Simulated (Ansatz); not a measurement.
# Band gap of cubic perovskite BaTiO₃ (cubic high-temperature phase): levels of theory against measurement

Reference value: 3.2 eV (measured, temperature not stated, not corrected to a static lattice; as tabulated in Matsushita et al. (2011), arXiv:1104.2769).

```csv
level (code),value (eV),cell (Å³/atom)
LDA+SOC (Ansatz),1.71 (indirect),12.81
BLYP (Ansatz),1.84,12.81
PBE+SOC (Ansatz),(withheld),12.81
PBE-D3(BJ) (Ansatz),1.83,12.72
PBE-D4 (Ansatz),1.82,12.76
rVV10 (Ansatz),1.76,13.11
r²SCAN+SOC (Ansatz),2.14 (indirect),12.81
B3LYP (VWN-RPA form) (Ansatz),(withheld),12.81
Hartree–Fock (Ansatz),(withheld),12.81
```

Task: What belongs in the gaps?

Result: 
- PBE+SOC (Ansatz, a program for electronic structure), value (eV): 1.80 (indirect)
- B3LYP (VWN-RPA form) (Ansatz), value (eV): 3.53
- Hartree–Fock (Ansatz), value (eV): 11.95

Differences against the reference: LDA+SOC -1.49 eV, BLYP -1.36 eV, PBE+SOC -1.40 eV, PBE-D3(BJ) -1.37 eV, PBE-D4 -1.38 eV, rVV10 -1.44 eV, r²SCAN+SOC -1.06 eV, B3LYP (VWN-RPA form) +0.33 eV, Hartree–Fock +8.75 eV.

Closest of the ranked levels: B3LYP (VWN-RPA form) (+0.33 eV). Farthest off among them: Hartree–Fock (+8.75 eV).

Density-functional gaps are differences of (generalised) Kohn–Sham levels of a static lattice; semilocal ones lie below quasiparticle gaps as a rule. Measured gaps hold zero-point and thermal shifts unless a correction is named. Levels without +SOC have no spin–orbit coupling; where heavier elements are present it shifts gaps, mostly down, and can invert bands.  PBE-D3(BJ), PBE-D4, rVV10: the gap is read on the k mesh or supercell of the run alone and can be too large. PBE-D3(BJ), PBE-D4, rVV10: the relaxation could not lower the start's symmetry, so the cell can be a saddle point above a distorted one. Values are at the measured cell; PBE-D3(BJ) at the level's own equilibrium cell; PBE-D4 at the level's own relaxed cell; rVV10 at the level's own relaxed cell. Cutoffs and k meshes differ between the levels. Ansatz's density-functional and Hartree–Fock values are scalar-relativistic unless marked +SOC, with PAW data made under PBE.

Differences are worked out from the printed values.
